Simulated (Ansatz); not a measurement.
The same path of BFH$_{2}$O (5 atoms, charge 0, multiplicity 1) was run twice with different band settings. Lost on the way: B1–O2, B1–H4. Made: O2–H4.

All numbers below come from RKS PBE/def2-SVP in Ansatz 0.2.0.

Relaxed end points:

```xyz
5
Properties=species:S:1:pos:R:3
B 0.385 -0.015 0.084
O 0.579 -0.119 1.419
H -0.263 -0.210 1.907
H 1.341 0.104 -0.651
F -0.857 -0.042 -0.427
```

```xyz
5
Properties=species:S:1:pos:R:3
B -0.221 -0.454 -0.814
O 0.760 0.374 1.345
H 0.514 -0.428 1.847
H 1.451 0.024 0.746
F -1.319 0.203 -0.793
```

Common settings: spring 5.0 eV/Å²; optimiser quadratic models (default); start path through a guess of the saddle point; force threshold 0.03 eV/Å; iteration limit 60; end points relaxed.

| run | movable images | climbing image |
| --- | --- | --- |
| 1 | 9 | yes |
| 2 | 8 | no |

(1) What does each run give, and how far can it be trusted?

Results:

(1) Run 1: converged after 55 iterations, highest image 4.432 eV above the first end. The profile has 3 maxima (images 1, 4, 8) with wells between them (images 3, 5): this band takes more than one step, which may be the mechanism or a detour left from its start path. Neighbouring images differ by up to 2.1 eV, so the band resolves the path poorly. A vibrational analysis at the climbing image gives one clearly imaginary mode, 1210i cm⁻¹: a first-order saddle point.
Run 2: not converged after 60 iterations, highest image 4.193 eV above the first end. The band didn't meet its force threshold, so its energies are provisional: the largest band force was still 0.31 eV/Å, and over the last iterations the top moved between 4.19 and 4.22 eV.
The orbitals stay closed-shell, which can raise the energy where a bond breaks towards radicals; this wasn't checked here.
